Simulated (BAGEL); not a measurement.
# C2H2ClF (1-chloro-2-fluoroethene): HF/6-31G(d) (density fitting with qzvpp-jkfit, spherical functions)

What is the vertical electron affinity of C2H2ClF (1-chloro-2-fluoroethene) at HF/6-31G* (density fitting with qzvpp-jkfit, spherical functions)? 

Program for the calculation: BAGEL 1.2.2.

## 1. The system as given

The species is C2H2ClF (6 atoms), meant as a singlet with charge 0. SMILES: `F/C=C/Cl`. Geometry: relaxed at GFN2-xTB.

Bond lengths: F1–C2 1.338 Å, C2–C3 1.322 Å, C3–Cl4 1.709 Å, C2–H5 1.079 Å, C3–H6 1.079 Å. Angles: F1–C2–C3 120.6°, C2–C3–Cl4 121.6°, F1–C2–H5 112.9°, C3–C2–H5 126.5°, C2–C3–H6 122.8°, Cl4–C3–H6 115.6°.

## 2. A single-point energy at HF/6-31G(d) (density fitting with qzvpp-jkfit, spherical functions)

Input file hf.json:

```json
{ "bagel": [

{
  "title": "molecule",
  "basis": "6-31gs.json",
  "df_basis": "qzvpp-jkfit",
  "angstrom": true,
  "geometry": [
    { "atom": "F", "xyz": [       1.746810,      -0.161080,       0.474120 ] },
    { "atom": "C", "xyz": [       0.616750,      -0.186650,      -0.242630 ] },
    { "atom": "C", "xyz": [      -0.530040,       0.188270,       0.297240 ] },
    { "atom": "Cl", "xyz": [      -1.988630,       0.166630,      -0.593510 ] },
    { "atom": "H", "xyz": [       0.768360,      -0.532950,      -1.253600 ] },
    { "atom": "H", "xyz": [      -0.613250,       0.525780,       1.318380 ] }
  ]
},

{
  "title": "hf"
},

{
  "title": "print",
  "file": "orbitals.molden",
  "orbitals": true
}

]}
```

The basis set 6-31G* is read from a file made from the Basis Set Exchange's data (not shown).

Started as:

```
$ BAGEL_NUM_THREADS=1 BAGEL hf.json > hf.out
```

The program printed:

```text
* using 1 threads per process

  ===============================================================
  ===============================================================

  *** Geometry ***

  { "atom" : "F", "xyz" : [      3.300992,     -0.304397,      0.895957 ] },
  { "atom" : "C", "xyz" : [      1.165489,     -0.352717,     -0.458504 ] },
  { "atom" : "C", "xyz" : [     -1.001630,      0.355779,      0.561702 ] },
  { "atom" : "Cl", "xyz" : [     -3.757966,      0.314885,     -1.121571 ] },
  { "atom" : "H", "xyz" : [      1.451990,     -1.007130,     -2.368961 ] },
  { "atom" : "H", "xyz" : [     -1.158875,      0.993580,      2.491377 ] },

  Number of auxiliary basis functions:      391

  Since a DF basis is specified, we compute 2- and 3-index integrals:
    o Being stored without compression. Storage requirement is 0.013 GB

  Number of basis functions:       64
  Number of electrons      :       40

    * METHOD: MOLECULE                             0.14

  *** RHF ***

  === Nuclear Repulsion ===
   140.9111632694

      * DIIS with orbital gradients will be used.

  === RHF iteration (6-31gs.json) ===
      0       -635.68058044          0.01658592           0.03
      1       -635.74940822          0.00909805           0.03
      2       -635.77185348          0.00183517           0.03
      3       -635.77316673          0.00027718           0.03
      4       -635.77320999          0.00010880           0.03
      5       -635.77321693          0.00004204           0.03
      6       -635.77321789          0.00001207           0.03
      7       -635.77321797          0.00000334           0.03
      8       -635.77321798          0.00000152           0.03
      9       -635.77321798          0.00000047           0.03
     10       -635.77321798          0.00000015           0.03
     11       -635.77321798          0.00000007           0.03
     12       -635.77321798          0.00000003           0.03
     13       -635.77321798          0.00000001           0.03
     14       -635.77321798          0.00000000           0.03
    * SCF iteration converged.

    * Permanent dipole moment:
           (   -0.077700,     0.038858,     0.078909) a.u.

    * METHOD: HF                                   0.53

    * METHOD: PRINT                                0.01

  ===============================================================
```

It took 0.8 s on 1 thread of Arm Neoverse V1, shared host; peak memory 0.081 GiB.

## 3. The doublet anion, same level

Input file job.json:

```json
{ "bagel" : [

{
  "title" : "molecule",
  "basis" : "6-31gs.json",
  "df_basis" : "qzvpp-jkfit",
  "angstrom" : true,
  "geometry" : [
    { "atom" : "F", "xyz" : [    1.746810,   -0.161080,    0.474120 ] },
    { "atom" : "C", "xyz" : [    0.616750,   -0.186650,   -0.242630 ] },
    { "atom" : "C", "xyz" : [   -0.530040,    0.188270,    0.297240 ] },
    { "atom" : "Cl", "xyz" : [   -1.988630,    0.166630,   -0.593510 ] },
    { "atom" : "H", "xyz" : [    0.768360,   -0.532950,   -1.253600 ] },
    { "atom" : "H", "xyz" : [   -0.613250,    0.525780,    1.318380 ] }
  ]
},
{ "title" : "uhf", "charge" : -1, "nopen" : 1 },
{ "title" : "print", "file" : "orbitals.molden", "orbitals" : true }

]}
```

The basis set 6-31G* is read from a file made from the Basis Set Exchange's data (not shown).

Started as:

```
$ BAGEL_NUM_THREADS=1 BAGEL job.json > job.out
```

The program printed:

```text
* using 1 threads per process

  ===============================================================
  ===============================================================

  *** Geometry ***

  { "atom" : "F", "xyz" : [      3.300992,     -0.304397,      0.895957 ] },
  { "atom" : "C", "xyz" : [      1.165489,     -0.352717,     -0.458504 ] },
  { "atom" : "C", "xyz" : [     -1.001630,      0.355779,      0.561702 ] },
  { "atom" : "Cl", "xyz" : [     -3.757966,      0.314885,     -1.121571 ] },
  { "atom" : "H", "xyz" : [      1.451990,     -1.007130,     -2.368961 ] },
  { "atom" : "H", "xyz" : [     -1.158875,      0.993580,      2.491377 ] },

  Number of auxiliary basis functions:      391

  Since a DF basis is specified, we compute 2- and 3-index integrals:
    o Being stored without compression. Storage requirement is 0.013 GB

  Number of basis functions:       64
  Number of electrons      :       40

    * METHOD: MOLECULE                             0.13

  *** Open-shell HF ***

  === Nuclear Repulsion ===
   140.9111632694

      * DIIS with orbital gradients will be used.

  === UHF iteration (6-31gs.json) ===
      0       -635.45188990          0.03563120           0.06
      1       -635.56912548          0.01887357           0.06
      2       -635.59425302          0.01027321           0.06
      3       -635.60433406          0.00173215           0.06
      4       -635.60673137          0.00098235           0.06
      5       -635.60793784          0.00052156           0.06
      6       -635.60888856          0.00019890           0.06
      7       -635.60918212          0.00015154           0.06
      8       -635.60938445          0.00010459           0.06
      9       -635.60980691          0.00008185           0.06
     10       -635.61006688          0.00006786           0.06
     11       -635.61029982          0.00005965           0.06
     12       -635.61056998          0.00005238           0.06
     13       -635.61094698          0.00005746           0.06
     14       -635.61093584          0.00005421           0.06
     15       -635.61096828          0.00005215           0.06
     16       -635.61096876          0.00004482           0.06
     17       -635.61094242          0.00002082           0.06
     18       -635.61096980          0.00000627           0.06
     19       -635.61096981          0.00000288           0.06
     20       -635.61096982          0.00000190           0.06
     21       -635.61096984          0.00000129           0.06
     22       -635.61096984          0.00000121           0.06
     23       -635.61096985          0.00000118           0.06
     24       -635.61096986          0.00000115           0.06
     25       -635.61096987          0.00000110           0.06
     26       -635.61096988          0.00000108           0.06
     27       -635.61096989          0.00000107           0.06
     28       -635.61096994          0.00000097           0.06
     29       -635.61097006          0.00000076           0.06
     30       -635.61097009          0.00000058           0.06
     31       -635.61097015          0.00000075           0.06
     32       -635.61097015          0.00000072           0.06
     33       -635.61097014          0.00000091           0.06
     34       -635.61097014          0.00000028           0.06
     35       -635.61097015          0.00000020           0.06
     36       -635.61097015          0.00000008           0.06
     37       -635.61097015          0.00000005           0.06
     38       -635.61097015          0.00000003           0.06
     39       -635.61097015          0.00000002           0.06
     40       -635.61097015          0.00000001           0.06
    * SCF iteration converged.

    * S^2 (UHF) is 0.9155

    * Permanent dipole moment:
           (   -1.357195,     0.139872,    -0.318259) a.u.

    * METHOD: UHF                                  2.60

    * METHOD: PRINT                                0.01

  ===============================================================
```

Run time: 2.9 s. Hardware: 1 thread of Arm Neoverse V1, shared host; peak memory 0.081 GiB.

## 4. Results

At HF/6-31G* (density fitting with qzvpp-jkfit, spherical functions):

```
                                         quantity          value
                    singlet C2H2ClF: total energy  -635.77322 Eh
                   singlet C2H2ClF: dipole moment         0.30 D
                     singlet C2H2ClF: HOMO energy      -10.10 eV
                     singlet C2H2ClF: LUMO energy        4.36 eV
                   singlet C2H2ClF: HOMO–LUMO gap       14.46 eV
                      doublet anion: total energy  -635.61097 Eh
                              doublet anion: ⟨S²⟩          0.915
vertical electron affinity (to the doublet anion)      -4.415 eV
```

**Reading.** The anion lies 4.41 eV (426 kJ/mol) above the neutral: the electron isn't bound at this level, and such a value depends on the basis. Without diffuse functions anions come out too high. Hartree–Fock misses the correlation that binds many anions. ⟨S²⟩ (doublet anion) is 0.92 where a pure doublet has 0.75: the reference is spin-contaminated.
